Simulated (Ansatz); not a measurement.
# AlH3S: the cost of one run

Program: Ansatz 0.2.0. Level of theory: RKS B3LYP-D4/def2-TZVP. These are calculated values, not measurements.

## 1. Reference run: AlH3S, relaxed

Input file input.yaml:

```yaml
crystal:
  periodic: [false, false, false]
  atoms:
    - { symbol: Al, position_ang: [-0.781955, -1.131572, -0.011959] }
    - { symbol: S, position_ang: [0.508047, 1.173487, 0.071482] }
    - { symbol: H, position_ang: [0.996624, -0.428746, -0.594871] }
    - { symbol: H, position_ang: [-2.16963, -0.387449, -0.439632] }
    - { symbol: H, position_ang: [1.446815, 0.77438, 0.974979] }
basis:
  gaussian: { orbitals: def2-TZVP }
hamiltonian:
  xc: { name: B3LYP }
  dispersion: d4
output:
  forces: true
relax:
  f_tol: 0.02
  max_steps: 120
  constraints: [{ distance: [1, 2] }, { distance: [0, 1] }, { distance: [0, 2] }]
  escape_saddle: false
```

Started as:

```sh
> ansatz run input.yaml --threads 1 --pin off --max-ram 2560MiB --backend cpu --events-out ev --progress --plain --runs-dir out
```

**Question.** How long does this run take on 1 thread of Arm Neoverse V1, shared host, and how much memory does it need?

About 11 s, with a peak of 0.14 GiB.
